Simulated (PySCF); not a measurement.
Bonds (- single, = double, # triple, : aromatic): C1=N2 1.268 Å, N2-C3 1.448 Å, C3-C4 1.525 Å, C4-C5 1.522 Å, C5-C6 1.523 Å, C6-C1 1.506 Å. C1 carries H7; C3 carries H8, H9; C4 carries H10, H11; C5 carries H12, H13; C6 carries H14, H15.

How the numbers were obtained: PBE0-D3(BJ)/def2-SVP geometry, σ from GIAO-KT3/pcSseg-2, in PySCF 2.14 (in vacuum, non-relativistic Hamiltonian, single conformer, one averaged value for each set of equivalent atoms).

References, each an isolated molecule treated in the same way: TMS for 13C (σref 181.31) and 1H (σref 31.35); NH3 for 15N (σref 258.71).

```tsv
atoms	nucleus	count	δ (ppm)
H12/H13	1H	2	1.71
H8/H9	1H	2	3.79
N2	15N	1	?
C6	13C	1	33.3
C3	13C	1	54.7
H14/H15	1H	2	2.11
C1	13C	1	160.1
C5	13C	1	?
H10/H11	1H	2	?
C4	13C	1	27.7
H7	1H	1	7.90
```

Problem. Estimate the values marked ?.

Solution. 
- C5: 24.6 ppm, sp3 CH2 in a ring; saturated and bonded to C and H only
- H10/H11: 1.63 ppm, hydrogen on an sp3 CH2 in a ring
- N2: 351.4 ppm, imine nitrogen

Shifts are as computed, not scaled to solution data. Of 1211 compounds with measured shifts, 218 miss one by over three times the rms of a fit or turn the order of signals round; such compounds aren't used in these exercises. Experimental scales use liquid or dissolved standards, which lie at an offset from isolated NH3 (liquid NH3: subtract about 20 ppm). Unscaled 15N shifts of sp2 nitrogen come out 20 to 40 ppm too high even then.
